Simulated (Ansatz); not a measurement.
# AlF3: small, medium and large basis sets

Aim: see how fast density functionals and correlated methods converge with the basis set for AlF3.

The runs use Ansatz 0.2.0, Gaussian basis; one geometry, several basis sets.

Levels to be run: PBE0-D4/def2-SVP; ωB97M-V/def2-SVP; PBE0-D4/def2-QZVPP; ωB97M-V/def2-QZVPP; CCSD(T)/cc-pV(D+d)Z; CCSD(T)/cc-pV(T+d)Z; CCSD(T)/cc-pV(Q+d)Z; the functionals' def2-TZVPP values are taken from earlier runs.

### Step 1. Structure used throughout

The geometry comes from an earlier relaxation with PBE0-D4 in a triple-zeta def2 set; it is a stationary point.

SMILES `[F][Al]([F])[F]`, 4 atoms, charge 0, spin multiplicity 1.

Atoms are counted from 1 here; the program's logs count them from 0.

Bond lengths: F1–Al2 1.629 Å, Al2–F3 1.629 Å, Al2–F4 1.629 Å. Angles: F1–Al2–F3 120.0°, F1–Al2–F4 120.0°, F3–Al2–F4 120.0°.

### Step 2. PBE0-D4 in def2-SVP

in.yaml

```yaml
crystal:
  periodic: [false, false, false]
  atoms:
    - {symbol: F, position_ang: [0.865736, -0.753462, 1.170578]}
    - {symbol: Al, position_ang: [0.013822, -0.015109, -0.005086]}
    - {symbol: F, position_ang: [-1.438935, -0.602300, -0.449836]}
    - {symbol: F, position_ang: [0.614877, 1.310671, -0.735954]}
basis:
  gaussian: {orbitals: def2-SVP}
hamiltonian: {xc: pbe0, dispersion: d4}
output: {orbitals: {seedname: orbitals}}
```

On the command line:

```bash
> ansatz run in.yaml --threads 2 --pin off --events-out ev --progress --plain --max-ram 32768MiB --backend cpu
```

After this run come: ωB97M-V in def2-SVP; PBE0-D4 in def2-QZVPP; ωB97M-V in def2-QZVPP; CCSD(T) in cc-pV(D+d)Z; CCSD(T) in cc-pV(T+d)Z; CCSD(T) in cc-pV(Q+d)Z.

Q: Predict the results of all the runs planned. Wanted: MP2 correlation recovered, cc-pV(D+d)Z; MP2 correlation recovered, cc-pV(T+d)Z; MP2 correlation recovered, cc-pV(Q+d)Z; CCSD(T) limit from def2 sets; PBE0-D4: double and triple zeta above quadruple; ωB97M-V: double and triple zeta above quadruple.

As calculated:

| quantity | value |
| --- | --- |
| MP2 correlation recovered, cc-pV(D+d)Z | 64.7 % |
| MP2 correlation recovered, cc-pV(T+d)Z | 86.3 % |
| MP2 correlation recovered, cc-pV(Q+d)Z | 94.3 % |
| CCSD(T) limit from def2 sets (earlier runs) less the limit of this series | 49 meV |
| PBE0-D4: double and triple zeta above quadruple | 13.64, 0.72 eV |
| ωB97M-V: double and triple zeta above quadruple | 13.76, 0.67 eV |

**Reading.** For PBE0-D4 the step from double to triple zeta gains 12.92 eV and the next only 0.72 eV. In cc-pV(D+d)Z MP2 holds 65 % of its limit, in cc-pV(Q+d)Z 94 %, while Hartree-Fock is within 0.286 eV in the largest set. A limit from the def2 sets, made apart, differs by 49 meV, a least measure of the doubt on such a limit. These are total energies; as a rule much of such shifts cancels in differences, which this series doesn't test.
